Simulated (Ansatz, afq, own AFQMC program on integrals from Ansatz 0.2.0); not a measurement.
CH3Ge, doublet in cc-pVDZ along one coordinate

```xyz
5

Ge    0.0000    0.0000    0.3544
C     0.0103    0.0000   -1.6349
H    -1.0513    0.0000   -1.9236
H     0.4627    0.8945   -2.0693
H     0.4627   -0.8945   -2.0693
```

All coordinates are scaled about the centre. Energies in eV count from this geometry (1.000) at the same level; the start stands on UHF, each point on the determinant named.

Basis cc-pVDZ. Only valence electrons are correlated. Integrals, coupled cluster, full CI and functionals: Ansatz 0.2.0; the random walks run on the same integrals in our own AFQMC program. The CISD trial takes its coefficients from CCSD amplitudes. Released means that phaseless walkers are propagated on without the constraint, phases kept. Uncertainties: one standard error, sampling alone. No spin–orbit coupling.

Cautions, each for one point or more: (T) is large; an unrestricted solution with more broken spin lies lower; cluster runs in doubt by the program's own checks; higher spins were not checked; inner d shell frozen; no relativity below Rb; no spin-orbit coupling; raised T1 diagnostic; strong correlation; unrestricted determinant spin contaminated; walk and cluster series may follow different spin states.

```json
{"scale of all distances": "0.896", "det.": "UHF", "T1": "0.013", "weight": "0.89", "⟨S²⟩": "0.76", "PBE": "1.526", "CCSD": "1.553", "CCSD(T)": "1.574"}
{"scale of all distances": "1.112", "det.": "UHF", "T1": "0.013", "weight": "0.87", "⟨S²⟩": "0.76", "PBE": "0.609", "CCSD": "0.670", "CCSD(T)": "0.637"}
{"scale of all distances": "1.291", "det.": "UHF", "T1": "0.043", "weight": "0.81", "⟨S²⟩": "0.95", "PBE": "3.502", "CCSD": "3.755", "CCSD(T)": "3.648"}
{"scale of all distances": "1.483", "det.": "UHF†¶", "T1": "0.041", "weight": "0.77", "⟨S²⟩": "0.77", "PBE": "–", "CCSD": "7.593", "CCSD(T)": "7.319"}
{"scale of all distances": "1.757", "det.": "UHF†¶", "T1": "0.045", "weight": "0.72", "⟨S²⟩": "1.70", "PBE": "–", "CCSD": "11.774", "CCSD(T)": "11.460"}
```

Task: Estimate the curve of phaseless AFQMC with a CISD trial, counted from the same start.

Result: 
| scale of all distances | det. | T1 | weight | ⟨S²⟩ | ph-AFQMC/CISD | released AFQMC |
| --- | --- | --- | --- | --- | --- | --- |
| 0.896 | UHF | 0.013 | 0.89 | 0.76 | 1.565 ± 0.015 | 1.566 ± 0.024 |
| 1.112 | UHF | 0.013 | 0.87 | 0.76 | 0.590 ± 0.023 | – |
| 1.291 | UHF | 0.043 | 0.81 | 0.95 | 3.597 ± 0.022 | 3.599 ± 0.038* |
| 1.483 | UHF†¶ | 0.041 | 0.77 | 0.77 | 7.352 ± 0.046 | 7.324 ± 0.058* |
| 1.757 | UHF†¶ | 0.045 | 0.72 | 1.70 | 11.515 ± 0.044 | – |

Weight is that of the determinant in the CISD state; at the start T1 is 0.012 and the weight 0.88, and ⟨S²⟩ is 0.76. ¶ marks points with a poor determinant and no full CI, where no value is sure; they don't count among the departures. An asterisk marks released energies that aren't shown to be converged. A dagger marks points whose determinant fills other symmetries than the start's, so the wave-function levels may follow another state there, or a degenerate partner. A dash marks a missing value, a released energy that hasn't settled or a functional that sits on another state. § marks a functional whose ⟨S²⟩ is too high by over 0.1. Largest departures from phaseless AFQMC with a CISD trial: CCSD(T) 0.052 eV at 1.291 (on UHF), PBE -0.094 eV at 1.291, CCSD 0.159 eV at 1.291 (on UHF). The walk's constraint bias lies outside its error bars, so these are departures and not errors. Functionals count only at points shown to share the start's state and spin. In this small basis the wave-function levels are far from their limit, so their gap to the functionals isn't the functionals' error.

A walk keeps the symmetry of its determinant, which the program's search chose and which needn't be the lowest solution, so a lower state of the same spin and another symmetry isn't excluded.
